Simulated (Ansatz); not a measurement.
# BH₂S+ (triplet): wave-function methods side by side, def2-QZVPP

The task here is to estimate one member of a computed series from the others.

Computed with Ansatz 0.2.0, Gaussian basis. Level: def2-QZVPP, core rule «outside noble gas», up to 6 orbitals frozen.

To be run: UHF; ROHF; CCSD(T) on UHF.

2 further runs of the same task are left out: 2 set aside as unsound or not needed.

### What is computed

The geometry is a PBE0/def2-TZVP stationary point (not a proven minimum) of the parent state, kept for this charge and spin.

4 atoms, charge 1, spin multiplicity 3.

Atoms are counted from 1 here; the program's logs count them from 0.

Bond lengths: B1–S2 1.742 Å, B1–H3 1.189 Å, S2–H4 1.348 Å. Angles: S2–B1–H3 125.0°, B1–S2–H4 99.6°.

Set-up of the first run:

The input, in.yaml:

```yaml
crystal:
  periodic: [false, false, false]
  atoms:
    - {symbol: B, position_ang: [0.000000, -0.247959, 1.248665]}
    - {symbol: S, position_ang: [0.000000, 0.102017, -0.457708]}
    - {symbol: H, position_ang: [0.000000, 0.569475, 2.112516]}
    - {symbol: H, position_ang: [0.000000, -1.155317, -0.944703]}
basis:
  gaussian: {orbitals: "def2-QZVPP.json"}
total_charge: 1
magnetization: {spin_polarized: true, initial_magnetization: 2}
hamiltonian: {xc: hf}
output: {orbitals: {seedname: orbitals}}
```

The run is started by

```bash
$ ansatz run in.yaml --threads 1 --pin off --events-out ev --progress --plain --max-ram 2393MiB
```

Among the steps run: UHF; ROHF; CCSD(T) on UHF.

One of the session's tables, all rows but one given; the rest of the session is left out.

It belongs to the step «Misses and costs». 

| method | from UCCSD(T) (meV) |
| --- | --- |
| ROHF | ? |
| UHF | +7321.4 |
| UMP2 | +1185.9 |
| UCCSD | +275.7 |
| UCCSD(T) | 0 |

Estimate the missing values for ROHF.

**Answer.** from UCCSD(T) (meV): +7494.4. In the column «from UCCSD(T) (meV)» it is the highest.
